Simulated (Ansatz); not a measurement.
Geometry optimisation, UKS PBE/6-31G* (Ansatz 0.2.0).

Input file:

```yaml
crystal:
  periodic: [false, false, false]
  atoms:
    - { symbol: B, position_ang: [0.015191, -0.125681, -0.149833] }
    - { symbol: H, position_ang: [0.025175, -0.546856, 0.977806] }
    - { symbol: "N", position_ang: [1.265081, 0.078327, -0.79552] }
    - { symbol: H, position_ang: [2.139194, -0.158697, -0.33641] }
    - { symbol: H, position_ang: [1.390174, 0.410858, -1.750049] }
    - { symbol: "N", position_ang: [-1.247832, 0.149677, -0.738966] }
    - { symbol: H, position_ang: [-2.10934, -0.004766, -0.225836] }
    - { symbol: H, position_ang: [-1.398639, 0.516702, -1.676541] }
    - { symbol: H, position_ang: [-0.079004, -0.319565, 2.825348] }
magnetization:
  spin_polarized: true
  initial_magnetization: 1
basis:
  gaussian: { orbitals: "6-31G*" }
hamiltonian:
  xc: pbe
relax:
  f_tol: 0.03
  max_steps: 50
output:
  orbitals: {}
```

Run as:

```bash
$ ansatz run input.yaml --threads 1 --pin off --max-ram 2048MiB --backend cpu --events-out ev --progress --plain --runs-dir out
```

Problem. Where does it end, and by what steps?

Solution. The forces met the threshold. The force dipped under the threshold on the way, but the program's further checks kept it going. After 8 steps the energy has fallen by 0.050 eV; H9 moved furthest, 1.05 Å.

```tsv
step	energy less start (eV)	largest force component (eV/Å)	accepted
0	0.0000	0.291	yes
1	-0.0100	0.114	yes
2	-0.0289	0.099	yes
3	-0.0404	0.039	yes
4	-0.0456	0.111	yes
5	-0.0485	0.010	yes
6	-0.0495	0.008	yes
7	-0.0498	0.020	yes
8	-0.0499	0.009	yes
```

```xyz
9
Properties=species:S:1:pos:R:3
B 0.024 -0.102 -0.262
H 0.044 -0.506 0.878
N 1.263 0.080 -0.937
H 2.150 -0.118 -0.488
H 1.359 0.414 -1.892
N -1.236 0.169 -0.862
H -2.107 0.032 -0.361
H -1.365 0.510 -1.811
H -0.131 -0.479 3.865
```

Whether the end is a true minimum wasn't checked by a vibrational analysis.

Time of the run: 20 s on 1 thread of Arm Neoverse V2, on a shared host, peak memory 0.13 GiB.
